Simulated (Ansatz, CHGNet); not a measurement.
How well does each level of theory give the elastic constant C11 of rock-salt TiC?

Reference value: 500 GPa (measured, temperature not stated, not corrected to a static lattice, sources range from 500 to 514; as tabulated in Jochym et al. (1999), arXiv:1301.6077).

| level (code) | value (GPa) | cell (Å³/atom) |
|---|---|---|
| CHGNet 0.3.0 (CHGNet) | 465 | 10.17 |
| LDA (Ansatz) | 588 | 9.67 |
| PBE (Ansatz) | ? | 10.17 |
| r²SCAN (Ansatz) | 530 | 10.13 |
| HSE06 (Ansatz) | 552 | 9.97 |

Q: What belongs in the gaps?

A: 
- PBE (Ansatz, a first-principles code), value (GPa): 511

Differences against the reference: CHGNet 0.3.0 -7.0 %, LDA +17.6 %, PBE +2.2 %, r²SCAN +6.0 %, HSE06 +10.4 %.

The reference's temperature isn't stated, so close values are not ranked against it.

The measured value isn't corrected to a static lattice, so vibrations enter the comparison. A static lattice is as a rule stiffer than a warm one, by over a tenth in soft solids.  HSE06: hybrids on metals are sensitive to the k mesh. Each level is taken at its own relaxed cell. Cutoffs and k meshes differ between the levels. Ansatz's density-functional and Hartree–Fock values are scalar-relativistic unless marked +SOC, with PAW data made under PBE.

Machine-learned potentials (CHGNet 0.3.0) are trained on DFT data, which may include these solids.

Differences are worked out from the printed values.
